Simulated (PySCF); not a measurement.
Compound: ethylidenecyclopropane, C₅H₈.
InChI=1S/C5H8/c1-2-5-3-4-5/h2H,3-4H2,1H3

Method: PySCF, PBE0-D3(BJ)/def2-SVP geometry optimisation, gas phase.

Masses are those of the commonest isotopes; rigid-rotor values at the optimised geometry. 

Question: Give the principal moments of inertia and the rotational constants in MHz.

Answer: Ia = 35.53, Ib = 160.42, Ic = 186.00 u·Å²; 505379 MHz·u·Å²/I gives A = 14226, B = 3150, C = 2717 MHz.

Question: What kind of rotor is it?

Answer: A near-prolate asymmetric top. Ray's parameter κ = (2B − A − C)/(A − C) = -0.925; −1 is the prolate and +1 the oblate limit.

Question: What does the inertial defect say?

Answer: Not planar: Δ = Ic − Ia − Ib = -9.95 u·Å². For a rigid frame Δ = −2 Σ m c², so Σ m c² = 4.98 u·Å² lies off the ab plane, practically all of it from hydrogen. The atom farthest from that plane is 0.92 Å away.

Question: Give the other two planar moments, Paa and Pbb, and the rms extents of the mass along the axes.

Answer: Paa = Σ m a² = (Ib + Ic − Ia)/2 = 155.44 and Pbb = Σ m b² = (Ia + Ic − Ib)/2 = 30.55 u·Å². With the mass M = 68.06 u, the rms extents √(P/M) along a, b and c are 1.51, 0.67, 0.27 Å.

Question: Give the coordinates in the principal-axis frame, origin at the centre of mass.

Answer: The sense of each axis is arbitrary; atoms in the order of the calculation.
```csv
atom,mass (u),a (Å),b (Å),c (Å)
C1,12.000,2.153,0.308,0.000
C2,12.000,0.968,-0.602,0.000
C3,12.000,-0.294,-0.196,0.000
C4,12.000,-1.717,-0.528,0.000
C5,12.000,-1.237,0.923,0.000
H6,1.008,2.793,0.131,-0.881
H7,1.008,2.789,0.136,0.885
H8,1.008,1.847,1.364,-0.003
H9,1.008,1.163,-1.681,0.000
H10,1.008,-2.170,-0.918,-0.919
H11,1.008,-2.170,-0.918,0.919
H12,1.008,-1.369,1.507,0.918
H13,1.008,-1.369,1.506,-0.919
```

Question: Which types of transition are allowed, and where do some lines up to J = 5 fall?

Answer: The dipole components are |μa| = 0.06 D, |μb| = 0.12 D, |μc| = 0.00 D; the mirror of this Cs structure is the ab plane, so μc vanishes by symmetry and there are no c-type lines. Intensities carry the squares of the components, which stand as 0.23 : 1.00 (a : b). Some lines, for components of 0.1 D or more:

```json
{"type": "b", "branch": "Q", "J(Ka,Kc)": "4(1,3) ← 4(0,4)", "MHz": "13610", "lower level (cm⁻¹)": "1.951"}
{"type": "b", "branch": "Q", "J(Ka,Kc)": "5(1,4) ← 5(0,5)", "MHz": "14883", "lower level (cm⁻¹)": "2.921"}
{"type": "b", "branch": "R", "J(Ka,Kc)": "5(0,5) ← 4(1,4)", "MHz": "19811", "lower level (cm⁻¹)": "2.261"}
{"type": "b", "branch": "R", "J(Ka,Kc)": "3(1,3) ← 2(0,2)", "MHz": "27599", "lower level (cm⁻¹)": "0.587"}
{"type": "b", "branch": "Q", "J(Ka,Kc)": "3(2,1) ← 3(1,2)", "MHz": "32646", "lower level (cm⁻¹)": "1.594"}
{"type": "b", "branch": "R", "J(Ka,Kc)": "2(2,0) ← 1(1,1)", "MHz": "45839", "lower level (cm⁻¹)": "0.565"}
{"type": "b", "branch": "R", "J(Ka,Kc)": "3(2,1) ← 2(1,2)", "MHz": "52190", "lower level (cm⁻¹)": "0.942"}
{"type": "b", "branch": "Q", "J(Ka,Kc)": "5(3,3) ← 5(2,4)", "MHz": "56569", "lower level (cm⁻¹)": "4.441"}
{"type": "b", "branch": "R", "J(Ka,Kc)": "5(2,4) ← 4(1,3)", "MHz": "61043", "lower level (cm⁻¹)": "2.405"}
{"type": "b", "branch": "R", "J(Ka,Kc)": "4(3,2) ← 3(2,1)", "MHz": "79899", "lower level (cm⁻¹)": "2.683"}
{"type": "b", "branch": "R", "J(Ka,Kc)": "4(3,1) ← 3(2,2)", "MHz": "79962", "lower level (cm⁻¹)": "2.681"}
{"type": "b", "branch": "R", "J(Ka,Kc)": "5(3,2) ← 4(2,3)", "MHz": "85885", "lower level (cm⁻¹)": "3.463"}
{"type": "b", "branch": "Q", "J(Ka,Kc)": "5(5,0) ← 5(4,1)", "MHz": "101600", "lower level (cm⁻¹)": "8.963"}
{"type": "b", "branch": "R", "J(Ka,Kc)": "5(4,2) ← 4(3,1)", "MHz": "108384", "lower level (cm⁻¹)": "5.348"}
```

Question: Estimate the classical rotational partition function at 10 K, 100 K and 500 K.

Answer: Point group Cs, symmetry number σ = 1; q = (√π/σ)·√((kT/h)³/(ABC)), k/h = 20836.6 MHz/K: 483 at 10 K, 15300 at 100 K, 171000 at 500 K.

Not checked by PBE0-D3(BJ)/def2-SVP frequencies. Constants of a rigid frame at the computed geometry: no zero-point averaging, no centrifugal distortion. A rigid rotor knows nothing of internal rotation, which can split or shift real lines.

Rough CPU time on one thread of a shared machine: about 40 s. These figures are those of the optimisation.
